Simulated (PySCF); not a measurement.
# Core-level binding energies of boron monohydride

Compound: boron monohydride, BH (singlet state).
Cartesian coordinates in Å at the PBE0-D3(BJ)/def2-SVP level; atoms count from 1:
```
atom  x, y, z in Å
B1     0.649   -0.083    0.007
H2    -0.600   -0.005   -0.029
```

The calculation used delta-SCF UKS SCAN, pcX-2 on the ionised atom, pcseg-1 elsewhere, spin-free X2C (PySCF). Each binding energy is the total energy of the core-ionised species, with the hole localised on one atom, minus that of the ground state; both are solved self-consistently, so orbital relaxation is included.

**Question.** List the computed XPS lines with their assignment.

**Answer.** 
| atom(s) | environment | level | binding energy (eV) | count |
| --- | --- | --- | --- | --- |
| B1 | boron bonded to H | B 1s | 200.53 | 1 |

**Question.** Which photon energy gives electrons from B 1s of B1 a kinetic energy of 200 eV, and what is their de Broglie wavelength?

**Answer.** hν = 200.53 + 200 = 400.53 eV, recoil neglected; λ = 12.264 Å/√(E/eV) = 0.87 Å.

Geometry: PBE0-D3(BJ)/def2-SVP; no solvent, vibrations or thermal averaging.
